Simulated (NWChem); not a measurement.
Be cation, doublet

Computed with NWChem. Spin-unrestricted. No stability test was run on the SCF state. B3LYP is NWChem's, with the RPA form of VWN correlation.

### Question
Estimate the computed values for B3LYP/def2-SVP. Quantities: highest occupied level (eV); lowest empty minus highest occupied level, either spin (eV); <S²>.

### Answer
```
Item                                                         Result
-----------------------------------------------------------  ------
highest occupied level (eV)                                  -15.11
lowest empty minus highest occupied level, either spin (eV)    3.64
<S²>                                                          0.750
```
